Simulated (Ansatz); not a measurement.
Basis-set extrapolation for `C=CC=C(F)F` (PBE0-D4/def2-TZVP geometry, frozen core, the Gaussian-basis code of Ansatz). Multiplicity 1, RHF reference.

```csv
,def2-TZVPP,def2-QZVPP
HF,-352.776954,-352.792311
MP2 correlation,-1.124900,-1.213697
CCSD(T) correlation,-1.197705,not run
```

Energies in hartree. Use E(X) = E(∞) + A·exp(−7.88·√X) for Hartree–Fock and E(X) = E(∞) + B·X^(−2.97) for correlation, with X = 3 and 4, and add CCSD(T) minus MP2 of the smaller set to the MP2 limit.

Q: What is the CCSD(T) energy at the basis-set limit?

A: HF limit: -352.792311 + (-0.015357) × 0.13774 = -352.79443. MP2 limit: -1.213697 + (-0.088797) × 0.74074 = -1.27947. Higher-order term: -1.197705 − (-1.124900) = -0.07281. Total: -354.14671 hartree, 108.0 kcal/mol below CCSD(T)/def2-TZVPP.
